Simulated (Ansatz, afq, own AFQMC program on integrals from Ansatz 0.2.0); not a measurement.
AFQMC on a folder of integrals that Ansatz 0.2.0 wrote.

```yaml
crystal:
  periodic: [false, false, false]
  atoms:
    - {symbol: B, position_ang: [0.000000, 0.000000, 0.859982]}
    - {symbol: N, position_ang: [0.000000, 0.000000, -0.511503]}
    - {symbol: H, position_ang: [0.000000, 0.850874, -1.057997]}
    - {symbol: H, position_ang: [0.000000, -0.850874, -1.057997]}
basis:
  gaussian: {orbitals: cc-pVDZ}
magnetization: {spin_polarized: true, initial_magnetization: 0}
correlation: {method: ccsd_t, electrons: outside_noble_gas, hamiltonian_folder: ham}
```

```sh
$ ansatz run in.yaml --threads 1 --pin off --events-out ev --progress --plain --max-ram 1843MiB
```

afq runs on the folder ham with

```
--method free --trial cisd --walkers 70 --time-step 0.03 --max-blocks 80 --target-error 0.00038 --factor-cut 1e-05 --seed 5619 --times 0,0.21,0.42,0.81,1.2,1.8,2.4,3 --taylor-order 8
```

Times are imaginary, in 1/Eh. The walk had a cap of 536 s.

afq prints:

```
orbitals 36  electrons 5 5  factors 282 of 355
reference energy -80.24964957 Eh
CCSD correlation -0.25913578 Eh in 10 cycles, weight of the determinant in the CISD state 0.8825
repeat  energy at the last time / Eh  error
    10  -80.518144  0.002697
    20  -80.517566  0.001520
    30  -80.517582  0.001065
    40  -80.517802  0.000907
    50  -80.517797  0.000770
    60  -80.517831  0.000689
    70  -80.517946  0.000641
    80  -80.517743  0.000620
time / (1/Eh)  energy / Eh  error  mean overlap
  0.00  -80.508970  0.000278  1.1330
  0.21  -80.513255  0.000295  1.1330
  0.42  -80.514965  0.000282  1.1364
  0.81  -80.516207  0.000267  1.1527
  1.20  -80.516633  0.000290  1.1585
  1.80  -80.517679  0.000409  1.1573
  2.40  -80.517143  0.000433  1.1602
  3.00  -80.517743  0.000620  1.1667
energy -80.517743 +/- 0.000620 Eh
```

The run passed its tests (error under three times the target), which doesn't prove that it has relaxed.

Against this walk (error 16.9 meV) on the same determinant: CCSD(T) 43.2 meV higher, CCSDT(Q) 8.5 meV higher (within the noise). The error is statistical, and a free projection of finite length keeps a remainder of its start.

Cautions: remainder of the start not in the error; error above the target (16.9 against 10.3 meV); an unrestricted solution with more broken spin lies lower (52 meV, ⟨S²⟩ 0.27), while this determinant keeps restricted orbitals.

The walk took 5.1 min on 1 thread of Intel(R) Xeon(R) Platinum 8375C CPU @ 2.90GHz (Ice Lake), with other jobs on the host. The log's last line is the free-projection energy.

CCSDT and higher add their correlation energy to the determinant of the CCSD(T) run, since their own runs factorise the integrals more tightly (a shift of under 2 meV). A walk keeps the symmetry of its determinant, which the program's search chose and which needn't be the lowest solution, so a lower state of the same spin and another symmetry isn't excluded.
